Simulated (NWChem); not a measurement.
**Correlation energy of silicon monoxide (OSi)**

```xyz
2

Si     0.0000     0.0000     0.5539
O      0.0000     0.0000    -0.9694
```
Charge 0, spin multiplicity 1.

The numbers come from NWChem runs, not from measurements. All single points use one geometry, from PBE0/def2-SVP, a minimum by its harmonic frequencies.

Basis set: def2-TZVP. Each correlation energy counts from its own Hartree-Fock reference.

The correlated methods keep 6 core orbitals frozen. No row is a measurement; the coupled-cluster row has its own basis-set and correlation limits.

One of these methods gave a correlation energy of -335.2 mHa. Which?
A) CR-CCSD[T]
B) SCS-MP2
C) MP2
D) CR-CCSD(T)

C, MP2. The others give -328.8 (SCS-MP2), -352.8 (CR-CCSD[T]), -351.1 (CR-CCSD(T)).
